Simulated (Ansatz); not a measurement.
Results of LDA (PAW; Ansatz, a program for electronic structure) for CaB6-type LaB6.

Settings: plane-wave cutoff 500 eV, 10×10×10 k mesh, Fermi–Dirac smearing 0.05 eV, scalar-relativistic PAW data made under PBE.

Computed at the level's own relaxed cell.

**Question.** What does this level give for the volume per atom and equilibrium lattice constant a?

**Answer.** 
- volume per atom = 9.83 Å³/atom
- equilibrium lattice constant a = 4.098 Å

Measured, for comparison: equilibrium volume per atom 10.26 Å³/atom, lattice constant a 4.157 Å (296 K, not corrected to a static lattice; as tabulated in Tsubota and Kitagawa (2017), doi:10.1038/s41598-017-15766-y). Computed (rounded) less measured: equilibrium volume per atom -4.2 %, lattice constant a -1.4 %. A static lattice is as a rule a little smaller and stiffer than an uncorrected measurement, which narrows the difference in the lattice constant a and would widen misses of the other sign.

Spin–orbit coupling is not included.

It cost very roughly 50 core-seconds of CPU time.
